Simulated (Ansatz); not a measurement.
Ansatz (a program for electronic structure) input (HF/6-31G*):

Ansatz 0.2 input:
```yaml
crystal:
  periodic: [false, false, false]
  atoms:
    - {symbol: O, position_ang: [0.13317586, 0.54607824, -0.32040228]}
    - {symbol: O, position_ang: [-0.15666729, -0.64281160, 0.38006762]}
    - {symbol: H, position_ang: [1.03973180, 0.80726596, -0.09182160]}
    - {symbol: H, position_ang: [-0.34177222, -1.24975484, -0.34675174]}
    - {symbol: H, position_ang: [-0.51002818, 1.21635582, -0.03874942]}
basis:
  gaussian:
    orbitals: 6-31G*
hamiltonian:
  xc: {name: HF}
total_charge: 1
phonons: {temperatures: {t_min: 298.15, t_max: 298.15, t_step: 100}}
```

Question: Which harmonic wavenumbers does it give?

Answer: 470, 1005, 1072, 1296, 1626, 1820, 3770, 3853, 3917 cm⁻¹ (unscaled; negative means imaginary).
